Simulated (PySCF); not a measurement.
Compound: H2O.
Structure used (GFN2-xTB), in Å, numbered top down from 1:
```
atom  x, y, z in Å
O1     0.0043    0.3785   -0.0026
H2    -0.7686   -0.1895   -0.0111
H3     0.7758   -0.1915    0.0011
```

The calculation used B3LYP/ANO-RCC-VDZP in PySCF (dipole) on a GFN2-xTB geometry, gas phase.

Take the most abundant isotopes and a rigid rotor. 

Q: Give the principal moments of inertia and the rotational constants in cm⁻¹.

A: Ia = 0.58, Ib = 1.20, Ic = 1.78 u·Å²; 505379 MHz·u·Å²/I gives 871841, 420472 and 283666 MHz, that is A = 29.08148, B = 14.02545, C = 9.46207 cm⁻¹.

Q: What kind of rotor is it?

A: An asymmetric top: κ = (2 × 420472 − 871841 − 283666)/(871841 − 283666) = -0.53.

Q: Which types of transition are allowed, and where do some lines up to J = 2 fall?

A: The dipole components are |μa| = 0.00 D, |μb| = 1.84 D, |μc| = 0.00 D; the symmetry axis of this C2v structure is b, so μa and μc vanish by symmetry and there are no a-type or c-type lines. Some lines, for components of 0.1 D or more:

```
type  branch         J(Ka,Kc)      MHz  lower level (cm⁻¹)
   b       Q  1(1,0) ← 1(0,1)   588175              23.488
   b       Q  2(1,1) ← 2(0,2)   751646              69.573
   b       R  2(0,2) ← 1(1,1)   930244              38.544
   b       R  1(1,1) ← 0(0,0)  1155507               0.000
   b       Q  2(2,0) ← 2(1,1)  1380769              94.645
   b       R  2(1,2) ← 1(0,1)  1722838              23.488
   b       Q  2(2,1) ← 2(1,2)  1764525              80.955
   b       R  2(2,1) ← 1(1,0)  2899188              43.107
   b       R  2(2,0) ← 1(1,1)  3062659              38.544
```

No GFN2-xTB frequencies stand behind this structure, so it isn't proved a minimum. No vibrational averaging or centrifugal distortion is included, and the geometry carries the error of its method.
